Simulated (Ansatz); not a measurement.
Relaxation of BH₄O (6 atoms, charge 0, multiplicity 2), to a largest force component of 0.03 eV/Å in at most 50 steps.

Theory: UKS PBE-D4/def2-SVP in Ansatz.

```xyz
6
Properties=species:S:1:pos:R:3
B 0.012 0.011 -0.124
H 0.037 -0.005 1.079
H 1.060 0.015 -0.734
H -1.056 0.019 -0.702
O -0.030 0.003 3.283
H -0.538 -0.845 3.287
```

**Question.** Where does it end, and by what steps?

**Answer.** The run converged. The force dipped under the threshold on the way, but the program's further checks kept it going. After 21 steps the energy has fallen by 1.805 eV; O5 moved furthest, 1.50 Å. Parted: B1–H2 (1.20 → 2.13 Å). Joined: B1–O5 (3.41 → 1.66 Å), H2–O5 (2.20 → 0.98 Å).

| step | energy less start (eV) | largest force component (eV/Å) | accepted |
| --- | --- | --- | --- |
| 0 | 0.0000 | 0.569 | yes |
| 1 | -0.0467 | 0.575 | yes |
| 2 | -0.1127 | 0.597 | yes |
| 3 | -0.2208 | 0.884 | yes |
| 4 | -0.3295 | 1.007 | yes |
| 5 | -0.4802 | 1.751 | yes |
| 6 | -0.6824 | 0.775 | yes |
| 7 | -0.7691 | 0.493 | yes |
| 8 | -0.8966 | 0.551 | yes |
| 9 | -1.0468 | 0.594 | yes |
| 10 | -1.1614 | 2.351 | yes |
| 11 | -1.3912 | 3.058 | yes |
| 12 | -1.6200 | 1.670 | yes |
| 13 | -1.7101 | 0.927 | yes |
| 14 | -1.7701 | 0.385 | yes |
| 15 | -1.7850 | 0.243 | yes |
| 16 | -1.7041 | 1.637 | no |
| 17 | -1.7986 | 0.056 | yes |
| 18 | -1.8041 | 0.019 | yes |
| 19 | -1.8035 | 0.217 | no |
| 20 | -1.8050 | 0.039 | yes |
| 21 | -1.8053 | 0.004 | yes |

```xyz
6
Properties=species:S:1:pos:R:3
B -0.171 0.040 0.236
H 0.582 0.351 2.207
H 0.947 0.115 -0.240
H -1.055 -0.683 -0.186
O 0.034 -0.370 1.833
H -0.850 -0.255 2.237
```

Whether the end is a true minimum wasn't checked by a vibrational analysis.

The run took 32 s on 1 thread of Intel(R) Xeon(R) Platinum 8259CL CPU @ 2.50GHz (Skylake/Cascade Lake), with other jobs on the host, peak memory 0.13 GiB.
